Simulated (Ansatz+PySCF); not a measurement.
# doublet OH: levels of theory in one basis

```xyz
2

O     0.0000    0.0000   -0.1356
H     0.0000    0.0000    1.0849
```

Basis set: 6-31G (spherical functions). Left uncorrelated: 1 orbital. Correlation on ROHF uses semicanonical orbitals with singles. Charge 0, multiplicity 2.

Computed with Ansatz (development build ahead of 0.2.0); each method stands on the lowest determinant of its kind that the runs found.

| method | E − E(ROHF) (eV) | <S²> of the determinant |
| --- | --- | --- |
| ROHF | 0.00 | 0.75 |
| UHF | -0.08 | 0.80 |
| ROHF-MP2 | -2.72 | – |
| UHF-MP2 | -2.68 | 0.80 |
| ROHF-CCSD | -3.08 | – |
| UHF-CCSD | -3.08 | 0.80 |
| ROHF-CCSD(T) | -3.11 | – |
| full CI (lowest root of this spin) | -3.12 | – |

At such a shape the full CI root can have another spatial symmetry than the determinants, so the rows needn't describe one state.

Problem. Is a single determinant a sound starting point here?

Solution. Only with care. Unrestricted orbitals gain 0.08 eV and <S²> is 0.80 against 0.75 for a pure state, but bonds are stretched.

Caution for ROHF-MP2, UHF-MP2, ROHF-CCSD, UHF-CCSD, ROHF-CCSD(T): bonds are stretched, where a single reference can fail.
